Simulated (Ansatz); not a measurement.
**SnH$_{3}$⁻, triplet: the ladder up to UCCSDT(Q)**

Geometry: displaced at random from a stationary point.

```xyz
4

Sn    0.0001   -0.0124    0.0007
H    -0.0008   -0.1697   -1.9118
H     0.0472    1.8021   -0.0530
H    -0.0556   -0.1732    1.8782
```

Basis def2-SVPD with its core potentials; Ansatz 0.2.0. Correlated methods freeze the noble-gas cores and the filled d shells of p-block atoms, which leaves 8 electrons in 47 orbitals. R marks a restricted (for open shells ROHF) determinant, U an unrestricted one. Active spaces: valence = (8e, 7o) chosen from the atoms' valence shells. No spin–orbit coupling is included; scalar relativity enters through the core potentials alone.

Full CI isn't at hand for all of this; UCCSDT(Q) serves as the reference, and is uncertain by the last step of the cluster series or more. The frozen core follows each run's orbitals, which can shift R against U totals by a few meV for light atoms and by up to 0.1 eV past Ca.

```
UHF ⟨S²⟩                          : 2.042
T1 diagnostic (RCCSD)             : 0.0298
largest doubles amplitude (RCCSD) : 0.063
T1 diagnostic (UCCSD)             : 0.0207
```

| level | E − E(UHF) (eV) |
| --- | --- |
| UMP2 | -2.6642 |
| UCCSD | -3.4716 |
| UCCSD(T) | -3.5635 |

Problem. Estimate how far UCCSDT(Q) in def2-SVPD lies from UCCSD(T). The table doesn't fix it; the size of (T) and the diagnostics are the guide.

Solution. UCCSDT(Q) in def2-SVPD lies 2.9 kJ/mol below UCCSD(T), which is 33 % of the (T) step (-8.9 kJ/mol). The diagnostics give no warning, yet the rest is a sizeable part of (T).

The other levels:

```csv
level,E − E(UCCSDT(Q)) (kJ/mol),wall time
UCCSDT,0.3,–
```

Run but not shown, since their state, orbitals or frozen core can't be matched to the reference's or they repeat it: RHF, RMP2, CISD, RCCSD, RCCSD(T), BCCD(T), RCCSDT, RCCSDT(Q), CASSCF (valence space), NEVPT2 (valence space), NEVPT4(SD) (valence space), MRCISD (valence space), MRCISD+Q (valence space).

Natural occupations of CASSCF (valence space) about the gap: 1.992 1.972 1.964 1.003 1.000 0.037 0.032; effectively unpaired electrons, Σ n²(2−n)², 2.02.
